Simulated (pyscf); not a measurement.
Optimised with ωB97X-D3(BJ)/def2-SVP in PySCF. MP2 and CC: frozen core, UHF for open shells. ΔMP2 is the change of the MP2 total energy from the triple- to the quadruple-zeta basis.

Question: For Cl–Si:–Cl [singlet] + H₂O -> HO–SiH(Cl)–Cl, an insertion (singlet surface; H–O broken, O–Si, H–Si formed), PBE/def2-TZVP gives ΔE‡ = 51.3 kJ/mol and ΔE = -233.7 kJ/mol (zero: the separated reactants). In which direction and how far do r²SCAN/def2-TZVP, PBE0-D3(BJ)/def2-TZVP, CCSD(T)/def2-TZVPP + ΔMP2(QZVPP) move these?

Answer: r²SCAN: ΔE‡ = 45.5 kJ/mol, ΔE = -271.5 kJ/mol; PBE0-D3(BJ): ΔE‡ = 62.5 kJ/mol, ΔE = -258.8 kJ/mol; CCSD(T): ΔE‡ = 86.2 kJ/mol, ΔE = -252.9 kJ/mol. PBE's barrier lies among them. Its reaction energy lies over all of them, by 19.2 to 37.8 kJ/mol. On the reactant side the descent ends in an adduct with a O–Si contact, 62.9 kJ/mol under the separated species and 138.8 kJ/mol under the saddle at ωB97X-D3(BJ)/def2-TZVP. What is counted as formed (O–Si) is already present as a longer contact in the reactant adduct; forming that adduct is a step of its own. At ωB97X-D3(BJ) the barrier from the zero used here is 76.0 kJ/mol. The same reactants have a lower exit, to HCl + HO–Si:–Cl [singlet] (barrier +14.6 kJ/mol at ωB97M-D3(BJ), against +83.8 kJ/mol here). This is the saddle that the search found; another between the same sides may lie lower. The CCSD(T) − MP2 part came from Ansatz, without density fitting, on the same reference.
